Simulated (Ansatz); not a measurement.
# AlH3O: the cost of one run

Program: Ansatz 0.2.0, Gaussian basis. Level of theory: PBE0-D4/def2-TZVP structures, single points in def2-TZVPP, no counterpoise correction. These are calculated values, not measurements.

Levels: SPW92, PBE-D4, BLYP-D4, r2SCAN-D4, B97M-V, PBE0-D4, B3LYP-D4, r2SCAN0-D4, BHLYP-D4, CAM-B3LYP-D4, wB97X-V, wB97M-V, B2PLYP, PBE-QIDH, RPA on PBE, Hartree-Fock, MP2, CCSD, CCSD(T).

Cores are frozen in the correlated methods. B3LYP uses VWN-RPA correlation. B2PLYP carries no dispersion term here.

94 further runs of the same task are left out: 94 set aside as unsound or not needed.

### 1 Starting geometry

The complex: 7 atoms, charge 0, spin multiplicity 1.

Atoms are counted from 1 here; the program's logs count them from 0.

Bond lengths: Al1–H3 1.586 Å, Al1–H4 1.578 Å, Al1–O6 1.700 Å, H2–H5 0.753 Å, O6–H7 0.955 Å. Angles: H3–Al1–H4 123.9°, H3–Al1–O6 119.9°, H4–Al1–O6 115.9°, Al1–O6–H7 123.0°.

Coordinates:

```mol
AlH5O
  3D, bonds by distance, orders not assigned

  7  5  0  0  0  0  0  0  0  0999 V2000
   -0.6460   -0.2657    0.0511 Al  0  0
    1.6893   -0.6474   -0.1646 H   0  0
   -0.5997   -0.9962   -1.3563 H   0  0
   -0.8271   -1.0167    1.4269 H   0  0
    1.6707   -0.4939    0.5728 H   0  0
   -0.6713    1.4324    0.1228 O   0  0
   -0.6160    1.9875   -0.6528 H   0  0
  1  3  8  0
  1  4  8  0
  1  6  8  0
  2  5  8  0
  6  7  8  0
M  END
```

Its parts: AlH₃O holds atoms 1, 3, 4, 6, 7; H₂ holds atoms 2, 5. Each part counts its atoms afresh in its own runs.

### 2 Relaxing AlH₃O alone

File relax-a/in.yaml:

```yaml
crystal:
  periodic: [false, false, false]
  atoms:
    - {symbol: Al, position_ang: [-0.646022, -0.265652, 0.051134]}
    - {symbol: H, position_ang: [-0.599672, -0.996250, -1.356285]}
    - {symbol: H, position_ang: [-0.827070, -1.016733, 1.426855]}
    - {symbol: O, position_ang: [-0.671312, 1.432379, 0.122836]}
    - {symbol: H, position_ang: [-0.616005, 1.987477, -0.652751]}
basis:
  gaussian: {orbitals: def2-TZVP}
hamiltonian: {xc: pbe0, dispersion: d4}
relax: {f_tol: 0.005, max_steps: 200}
```

Launch:

```bash
> ansatz run in.yaml --threads 2 --pin off --events-out ev --progress --plain --max-ram 4352MiB
```

**Question.** How long does this run take on 2 threads of Intel Xeon Platinum 8488C, shared host?

About 4.7 s.
